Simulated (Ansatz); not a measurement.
Relative stability

Two relaxed structures of Al$_{2}$H$_{2}$F, doublet (PBE0-D4/def2-TZVP; forces vanish, vibrations not checked).

A:

F1  (-0.415, 0.075, 1.247)
Al2  (0.041, -1.763, 1.294)
Al3  (0.110, 0.215, -0.519)
H4  (-1.174, 0.402, -1.426)
H5  (1.438, 1.072, -0.596)
(Å)

B:

```xyz
5
angstrom
F -0.1375 -2.0779 2.1136
Al -0.3190 -0.5683 1.4601
Al 0.1492 0.4809 -0.8589
H -1.1296 0.7540 -1.7656
H 1.4369 1.4114 -0.9492
```

Ansatz 0.2.0; basis: def2-TZVPP; cores frozen in the correlated methods; orbitals are unrestricted. B3LYP uses VWN-RPA correlation.

Question: Which structure is lower at CCSD(T), and by how much? (To be estimated.)

Answer: By the calculation: A, by 22.9 kJ/mol (electronic energy, against the other). By their contacts, A is Al₂H₂F ([Al][F][AlH2]) and B is Al₂H₂F ([F][Al][AlH2]).

All methods give the same order:

```json
{"method": "PBE-D4", "E(B) − E(A) (kJ/mol)": "18.3"}
{"method": "r2SCAN-D4", "E(B) − E(A) (kJ/mol)": "18.3"}
{"method": "PBE0-D4", "E(B) − E(A) (kJ/mol)": "18.4"}
{"method": "B3LYP-D4", "E(B) − E(A) (kJ/mol)": "22.3"}
{"method": "wB97M-V", "E(B) − E(A) (kJ/mol)": "32.4"}
{"method": "HF", "E(B) − E(A) (kJ/mol)": "12.7"}
{"method": "MP2", "E(B) − E(A) (kJ/mol)": "21.1"}
{"method": "CCSD", "E(B) − E(A) (kJ/mol)": "22.1"}
{"method": "CCSD(T)", "E(B) − E(A) (kJ/mol)": "22.9"}
```

T1 diagnostic: at most 0.025. ⟨S²⟩ of the unrestricted Hartree–Fock references: 0.81 to 0.82 (a pure state has 0.75). The unrestricted reference is spin-contaminated, which hurts MP2 most.

Labels in which every atom is bracketed show which atoms are joined, not bond orders.

For scale, one of the runs: CCSD(T)/def2-TZVPP, 143 basis functions, launched by `ansatz run in.yaml --threads 2 --pin off --events-out ev --progress --plain --max-ram 4352MiB`. The run took 27 s on 2 CPU threads of an Arm Neoverse V2 (shared host), with 1.7 GiB of host memory at its peak.
